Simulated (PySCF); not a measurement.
Where the electron goes

Species: BCl2H.
Z-matrix (Å and degrees, PBE0-D3(BJ)/def2-SVP geometry), rows numbered from 1:
```
B 
Cl  1  1.7389
Cl  1  1.7391  2  120.53
H   1  1.1998  2  119.71  3   179.78
```

Computed, not measured: PySCF 2.14.0, density-fitted response routines, TDDFT wB97X-D/def2-SVPD, vertical, gas phase, core orbitals frozen in the response.

Frontier orbitals with the atoms that hold most of them (Löwdin shares over 4%, at most four atoms; ? is withheld):

```
orbital  ε (eV)                             atoms
 HOMO-3  -13.01          Cl2 40%, Cl3 40%, B1 18%
 HOMO-2  -11.69          Cl3 45%, Cl2 45%, B1 10%
 HOMO-1  -11.30                                 ?
   HOMO       ?                                 ?
   LUMO    0.03   B1 52%, Cl2 20%, Cl3 20%, H4 8%
 LUMO+1    1.73          B1 69%, Cl3 13%, Cl2 13%
 LUMO+2    2.78  Cl3 39%, Cl2 38%, B1 12%, H4 11%
```

Task: Give the leading atoms of the HOMO.

Result: Cl2 (bonded to B) 34%; Cl3 (bonded to B) 34%; B1 (bonded to 2 Cl and H) 19%; H4 (bonded to B) 13%. By element: chlorine 68%, boron 19%, hydrogen 13%.

Task: Which atoms hold the HOMO-1, and with what shares?

Result: Cl3 (bonded to B) 48%; Cl2 (bonded to B) 48%; B1 (bonded to 2 Cl and H) 4%. By element: chlorine 95%, boron 4%.

Task: What is the HOMO energy, and the HOMO–LUMO gap?

Result: ε(HOMO) = -11.26 eV; the gap is 11.29 eV (0.4147 hartree).

Task: The HOMO–LUMO gap is 11.29 eV. Where does the response calculation put the lowest singlet, and from which orbitals?

Result: S1 is at 5.91 eV (f = 0.0013), 5.37 eV below the gap, made of HOMO→LUMO (99%). 

Task: Give energy, strength and leading configuration of S1, S2, S3, S6 and S8, and follow the Löwdin shares of the leading atoms from the occupied to the empty orbital.

Result: 
- S1 (5.91 eV, f 0.0013), HOMO→LUMO (99%): Cl2 34% → 20%, Cl3 34% → 20%, B1 19% → 52%
- S2 (6.06 eV, f 0.0000), HOMO-1→LUMO (99%): Cl3 48% → 20%, Cl2 48% → 20%, B1 4% → 52%
- S3 (7.12 eV, f 0.160), HOMO-2→LUMO (95%): Cl3 45% → 20%, Cl2 45% → 20%, B1 10% → 52%
- S6 (8.93 eV, f 0.068), HOMO-1→LUMO+1 (76%): Cl3 48% → 13%, Cl2 48% → 13%, B1 4% → 69%
- S8 (8.96 eV, f 0.048), HOMO→LUMO+1 (84%): Cl2 34% → 13%, Cl3 34% → 13%, B1 19% → 69%

Löwdin shares depend on the basis, the more so with diffuse functions.
